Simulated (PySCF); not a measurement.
Basis set benchmark on one molecule

Molecule: `InChI=1S/C6H14/c1-3-5-6-4-2/h3-6H2,1-2H3`.

Geometry:
| atom | x (Å) | y (Å) | z (Å) |
| --- | --- | --- | --- |
| C1 | -3.185 | -0.275 | 0.177 |
| C2 | -1.835 | 0.366 | 0.460 |
| C3 | -0.678 | -0.317 | -0.255 |
| C4 | 0.678 | 0.317 | 0.022 |
| C5 | 1.835 | -0.366 | -0.692 |
| C6 | 3.185 | 0.275 | -0.410 |
| H7 | -4.000 | 0.241 | 0.706 |
| H8 | -3.199 | -1.331 | 0.492 |
| H9 | -3.420 | -0.252 | -0.899 |
| H10 | -1.862 | 1.431 | 0.168 |
| H11 | -1.642 | 0.361 | 1.547 |
| H12 | -0.649 | -1.383 | 0.035 |
| H13 | -0.868 | -0.312 | -1.344 |
| H14 | 0.868 | 0.312 | 1.112 |
| H15 | 0.649 | 1.383 | -0.268 |
| H16 | 1.862 | -1.431 | -0.401 |
| H17 | 1.642 | -0.361 | -1.780 |
| H18 | 3.199 | 1.331 | -0.725 |
| H19 | 4.000 | -0.241 | -0.939 |
| H20 | 3.420 | 0.252 | 0.667 |

Geometry PBE0-D3(BJ)/def2-SVP throughout; GIAO in PySCF 2.14.0 with density-fitted response routines, gas phase, one conformer, non-relativistic; equivalent atoms averaged; functional PBE0.

Reference values (measured; solution, THF-d8, 298 K; Fulmer et al., Organometallics 2010, 29, 2176): δ(H7/H8/H9/H18/H19/H20) = 0.89 ppm, δ(C1/C6) = 14.2 ppm, δ(C2/C5) = 23.3 ppm, δ(C3/C4) = 32.3 ppm. Computed shifts are taken against TMS, calculated as an isolated molecule at each level.

**Question.** How do the basis sets STO-3G, 6-31G, pcSseg-0, 6-31G*, def2-SVP, cc-pVDZ, pcSseg-1, 6-311+G(2d,p), aug-cc-pVDZ, def2-TZVP perform against the reference? Times are CPU seconds on shared hosts with different chips, so compare them loosely.

**Answer.** 
```tsv
basis set	functions	H7/H8/H9/H18/H19/H20	C1/C6	C2/C5	C3/C4	abs. error H	mean abs. error C	core-s
STO-3G	44	0.72	20.3	26.7	29.9	0.17	4.0	3.4
6-31G	82	1.11	16.7	25.4	34.4	0.22	2.2	6.9
pcSseg-0	82	1.09	18.2	25.8	35.7	0.20	3.3	13
6-31G*	112	0.99	16.2	25.0	33.5	0.10	1.6	9.5
def2-SVP	154	0.84	15.9	25.5	34.8	0.05	2.1	13
cc-pVDZ	154	0.90	17.1	28.0	37.0	0.01	4.1	30
pcSseg-1	172	1.00	16.8	27.2	36.7	0.11	3.6	19
6-311+G(2d,p)	246	0.92	15.7	27.2	36.6	0.03	3.2	28
aug-cc-pVDZ	264	1.01	15.9	27.7	36.6	0.12	3.5	69
def2-TZVP	270	0.93	16.6	28.1	37.6	0.04	4.2	34
```

For ¹H the closest is cc-pVDZ (0.01 ppm, with 6-311+G(2d,p) practically level) and the furthest 6-31G (0.22 ppm).

For ¹³C the closest is 6-31G* (1.6 ppm) and the furthest def2-TZVP (4.2 ppm). Where a smaller basis beats a larger one, errors probably cancel. One molecule is a small sample, and vibrational and solvent effects are absent from the calculation.

A small basis that lands close on one nucleus may do so by chance; judge by the trend and by all nuclei.
